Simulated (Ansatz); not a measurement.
Two shapes of doublet CH₃NO(+).

Shape 1:

```xyz
6

C    -0.3783    0.1138   -0.0716
O    -0.5711   -1.0003    0.2895
N     0.8275    0.7144   -0.1331
H    -1.1972    0.7745   -0.3972
H     0.9270    1.6534   -0.4515
H     1.6431    0.2028    0.1353
```

Shape 2:

```xyz
6

C    -0.0784   -0.3544   -0.2012
O     0.1693    0.3367   -1.1583
N    -0.0611    0.0593    1.0885
H    -0.3542   -1.4353   -0.2893
H    -0.2785   -0.5689    1.8485
H     0.1757    1.0221    1.2949
```

Basis set: def2-SVP (spherical functions). Frozen core: 3 orbitals. Charge 1, multiplicity 2.

Computed with Ansatz (development build ahead of 0.2.0); each method stands on the lowest determinant of its kind that the runs found.

Q: Which shape is lower in energy, and by how much in each method?

A:

| method | E(2) − E(1) (eV) |
| --- | --- |
| UHF | -0.037 |
| UHF-MP2 | -0.081 |
| PBE0 (unrestricted) | -0.069 |

Shape 2 is lower.
